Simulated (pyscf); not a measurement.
HO–AsH₂ (SMILES O[AsH2]) + SiH₂ (SMILES [SiH2]) [singlet] -> HO–SiH₂–AsH₂ (SMILES O[SiH2][AsH2]), an insertion (singlet surface; As–O broken, As–Si, O–Si formed). Optimised with ωB97X-D3(BJ)/def2-SVP in PySCF. Correlated levels are frozen-core, on RHF or UHF. ΔMP2 is the change of the MP2 total energy from the triple- to the quadruple-zeta basis. Energies in eV from the separated reactants.

AM1 to PM7: differences of heats of formation from MOPAC. 

### Question
In single points PM3 puts the saddle at -1.89 eV and the reaction energy at -3.89 eV. Should these be trusted to within a few kcal/mol? Compare with CCSD(T)/def2-TZVPP + ΔMP2(QZVPP).

### Answer
CCSD(T)/def2-TZVPP + ΔMP2(QZVPP) gives ΔE‡ = -0.65 eV and ΔE = -3.95 eV. PM3 lies 1.24 eV under it in the barrier and 0.05 eV over it in the reaction energy, so on this step it does not hold to within 0.13 eV. CCSD(T)/def2-TZVPP + ΔMP2(QZVPP) has limits of its own. On the reactant side the descent ends in an adduct with a O–Si contact, 0.97 eV under the separated species and 0.12 eV under the saddle at ωB97X-D3(BJ)/def2-TZVP. At CCSD(T) the saddle lies under the separated reactants, which points to a path from their complex (located at ωB97X-D3(BJ) alone). What is counted as formed (O–Si) is already present as a longer contact in the reactant adduct; forming that adduct is a step of its own. At ωB97X-D3(BJ) the barrier from the zero used here is -0.85 eV. One saddle was located; it need not be the lowest between these sides. The CCSD(T) − MP2 part came from Ansatz, without density fitting, on the same reference. The frozen core leaves the outer d or s,p core shells of the metals and heavy elements correlated in the MP2 and CC values, and def2-TZVPP describes them poorly, which can shift differences by a few kcal/mol. In the def2 sets elements up to Kr have no core potential.
